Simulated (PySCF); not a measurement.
System (SMILES): [O-][O+]=O.
Geometry (B3LYP-D3(BJ)/def2-TZVP, fixed):
```xyz
3

O     -0.0102     1.0756    -0.2169
O      0.0093     0.0011     0.4285
O      0.0009    -1.0767    -0.2116
```
Charge 0, spin multiplicity 1.

Basis-set convergence of the isotropic shielding of O1 at PBE with PySCF. GIAO, no density fitting; atoms are numbered in the order shown. All functions are spherical. No added dispersion term, no relativity. Reference: the value in pcseg-3, -1361.39 ppm, itself unsure by roughly 8.97 ppm (its distance from pcSseg-2). Deviations are taken from unrounded values. Cost is core time over that of pcseg-2, rough, on shared machines of one kind; a dash marks a row that isn't timed (too short, read off another run, short of memory, by another algorithm or on other hardware).

| basis | functions | isotropic shielding of O1 (ppm) | minus reference (ppm) | cost |
|---|---|---|---|---|
| 6-31G | 27 | -1481.21 | -119.82 | - |
| def2-SVP | 42 | -1320.16 | 41.23 | - |
| pcseg-1 | 42 | -1331.46 | 29.93 | - |
| pcSseg-1 | 51 | -1419.06 | -57.67 | - |
| pcseg-2 | 90 | -1352.96 | 8.44 | 1× |
| 6-311++G(3df,3pd) | 117 | -1306.06 | 55.33 | 2× |
| jun-cc-pV(T+d)Z | 117 | -1297.49 | 63.91 | 2× |
| aug-pcseg-2 | 138 | -1343.70 | 17.69 | 3× |
| def2-QZVPP | 171 | -1344.56 | 16.83 | 5× |
